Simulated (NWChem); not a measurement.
# Correlation energy of carbon tetrachloride (CCl4)

```xyz
5

Cl     1.4595     0.0000     1.0320
C      0.0000     0.0000     0.0000
Cl    -1.4595     0.0000     1.0320
Cl     0.0000     1.4595    -1.0320
Cl     0.0000    -1.4595    -1.0320
```
Charge 0, spin multiplicity 1.

Program: NWChem. Structure: optimised with B3LYP/def2-SVP, a minimum by its harmonic frequencies.

Basis set: def2-SVP. Each correlation energy counts from its own Hartree-Fock reference.

The correlated methods keep 21 core orbitals frozen. Coupled-cluster values serve here as a point of comparison, not as the truth.

Q: One of these methods gave a correlation energy of -682.5 mHa. Which?
A) SCS-MP2
B) CCSD
C) CR-CCSD[T]
D) MP2

A: D, MP2. The others give -657.5 (SCS-MP2), -740.0 (CR-CCSD[T]), -724.7 (CCSD).
